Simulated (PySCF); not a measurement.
Ranking problems on computed properties.

Species are written as SMILES; each is one conformer at its optimised geometry, gas phase, non-relativistic unless stated. Electronic properties by PySCF.

The conformers computed, where there is a choice (atom-mapped SMILES and torsion angles):
- `[CH2:1]=[CH:2][N:3]([SiH3:4])[GeH3:5]`: C1–C2–N3–Si4 180°
- `[BH2:1][NH:2][SiH2:3][NH2:4]`: B1–N2–Si3–N4 -129°, H–N4–Si3–N2 -142°, H–N4–Si3–N2 68°
- `[NH2:1][CH2:2][SiH2:3][Se:4][SiH3:5]`: N1–C2–Si3–Se4 -52°, C2–Si3–Se4–Si5 -142°, H–N1–C2–Si3 -58°, H–N1–C2–Si3 61°
- `[PH2:1][SiH2:2][Br:3]`: H–P1–Si2–Br3 -76°, H–P1–Si2–Br3 -169°
- `[CH2:1]=[CH:2][SiH2:3][NH:4][GeH3:5]`: C1–C2–Si3–N4 1°, C2–Si3–N4–Ge5 -91°

The conformers of `C=P1(CC)CCCC1` aren't listed.

Question: Rank by lowest triplet excitation (Tamm–Dancoff), lowest first (TDA CAM-B3LYP/def2-SVPD at PBE0-D3(BJ)/def2-SVP geometries).
A. `BC` (CH5B)
B. `C=C[N]([SiH3])[GeH3]` (C2H9GeNSi)
C. `NC[SiH2][Se][SiH3]` (CH9NSeSi2)
D. `BN[SiH2]N` (BH7N2Si)
E. `C=P1(CC)CCCC1` (C7H15P)

Answer: B (4.00 eV), E (4.51 eV), C (5.00 eV), A (5.16 eV), D (6.14 eV).

Question: Rank by electronic spatial extent ⟨r²⟩ about the centre of nuclear charge, highest first (CAM-B3LYP/def2-SVPD at PBE0-D3(BJ)/def2-SVP geometries).
A. `C=C[N]([SiH3])[GeH3]` (C2H9GeNSi)
B. `BN[SiH2]N` (BH7N2Si)
C. `NC[SiH2][Se][SiH3]` (CH9NSeSi2)
D. `BC` (CH5B)

Answer: C (1342 bohr²), A (995 bohr²), B (465 bohr²), D (106 bohr²).

Give the two extremes of that set in Å².

`BC` (CH3BH2): 30 Å²; `NC[SiH2][Se][SiH3]`: 376 Å².

Question: Rank by HOMO–LUMO gap, highest first (CAM-B3LYP/def2-SVPD at PBE0-D3(BJ)/def2-SVP geometries).
A. `C1CP(=C)(CC1)CC` (C7H15P)
B. `CB` (CH5B)
C. `NC[SiH2][Se][SiH3]` (CH9NSeSi2)
D. `BN[SiH2]N` (BH7N2Si)

Answer: B (10.36 eV), D (10.09 eV), C (8.42 eV), A (7.16 eV).

Question: Rank by HOMO energy, highest first (CAM-B3LYP/def2-SVPD at PBE0-D3(BJ)/def2-SVP geometries).
A. `BN[SiH2]N` (BH7N2Si)
B. `C1CP(CC1)(CC)=C` (C7H15P)
C. `NC[SiH2][Se][SiH3]` (CH9NSeSi2)
D. `BC` (CH5B)
E. `C=C[N]([SiH3])[GeH3]` (C2H9GeNSi)

Answer: B (-6.04 eV), E (-7.51 eV), C (-8.02 eV), A (-9.12 eV), D (-10.45 eV).

Question: Rank by smallest rotational constant, highest first (PBE0-D3(BJ)/def2-SVP).
A. `P[SiH2]Br` (BrH4PSi)
B. `BC` (CH5B)
C. `N([SiH2]N)B` (BH7N2Si)
D. `C=C[N]([SiH3])[GeH3]` (C2H9GeNSi)
E. `C=C[SiH2][NH][GeH3]` (C2H9GeNSi)
F. `NC[SiH2][Se][SiH3]` (CH9NSeSi2)

Answer: B (19.632 GHz), C (2.956 GHz), A (1.368 GHz), D (1.176 GHz), E (0.963 GHz), F (0.872 GHz).

By how much do the two ends of that ranking differ?

By 18.760 GHz, between `BC` (CH3BH2) and `NC[SiH2][Se][SiH3]`.

Question: Rank by static isotropic polarisability, highest first (CAM-B3LYP/def2-SVPD at PBE0-D3(BJ)/def2-SVP geometries).
A. `BC` (CH5B)
B. `BN[SiH2]N` (BH7N2Si)
C. `C=P1(CC)CCCC1` (C7H15P)
D. `C=C[N]([SiH3])[GeH3]` (C2H9GeNSi)

Answer: C (109.1 au), D (91.5 au), B (58.5 au), A (29.8 au).

Give the two extremes of that set as polarisability volumes in Å³.

`BC` (CH3BH2): 4.42 Å³; `C=P1(CC)CCCC1`: 16.17 Å³.
